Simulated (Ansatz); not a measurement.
System: hcp Ru. Method: revPBE in Ansatz (PAW).

Numerical settings: plane-wave cutoff 520 eV, 18×18×12 k mesh (along the axes of the cell as run), Fermi–Dirac smearing 0.1 eV, perturbation theory, no spin polarisation, scalar-relativistic PAW data made under PBE.

Computed at the level's own relaxed cell.

```
Ru
1.0
    2.73123     0.00000     0.00000
   -1.36562     2.36531     0.00000
    0.00000     0.00000     4.30557
Ru
2
Direct
  0.66667   0.33333   0.75000
  0.33333   0.66667   0.25000
```

Harmonic phonon frequencies (cm⁻¹; i marks an imaginary mode):

| q point | frequencies |
|---|---|
| Γ | 0 0 0 191 191 247 |
| M | … |
| K | … |
| A | … |
| L | 152 152 175 175 240 240 |
| H | 168 168 225 225 227 227 |

### Question
Complete the blanks.

### Answer

- M, frequencies: 130 168 171 197 201 205
- K, frequencies: 170 170 195 195 198 249
- A, frequencies: 133 133 133 133 204 204

No imaginary mode appears at these points.

Ansatz is a quantum-chemistry and plane-wave program.
